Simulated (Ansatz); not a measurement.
A made-up structure of C₃H₅ (charge +1), singlet:

```xyz
8
angstrom
C -0.4768 1.0239 -0.7072
C 0.3388 0.3186 0.3919
C 0.2706 -1.2178 0.4687
H -1.1551 0.3849 -1.4915
H -0.4726 2.2353 -0.8301
H 1.0155 0.9548 1.1746
H -0.4083 -1.8548 -0.3166
H 0.8878 -1.8449 1.3103
```

It is relaxed with PBE-D4/def2-SVP and then PBE0-D4/def2-TZVP (Ansatz 0.2.0). Atoms count as bonded within 1.22 times the sum of their covalent radii (H–H: 0.88 Å). The end point is not checked to be a true minimum.

Problem. Does its bonding change? (A judgement: the text doesn't fix the answer.)

Solution. The calculation gives: No: no bond forms or breaks.

Where it ends: The first stage lowers the energy by 1.69 eV in 5 steps. It ends as C₃H₅ ([CH2][CH][CH2]), total charge +1:
C1  (-0.426, 0.914, -0.631)
C2  (0.302, 0.284, 0.350)
C3  (0.242, -1.087, 0.419)
H4  (-1.031, 0.344, -1.332)
H5  (-0.422, 1.996, -0.741)
H6  (0.907, 0.852, 1.049)
H7  (-0.365, -1.656, -0.283)
H8  (0.793, -1.647, 1.170)
(Å)

Labels in which every atom is bracketed show which atoms are joined, not bond orders.

For scale, one of the runs: PBE0-D4/def2-TZVP relaxation, 123 basis functions, launched by `ansatz run in.yaml --threads 2 --pin off --events-out ev --progress --plain --max-ram 4352MiB`. The run took about 9 s on 2 CPU threads of an Intel Xeon Platinum 8488C (shared host).
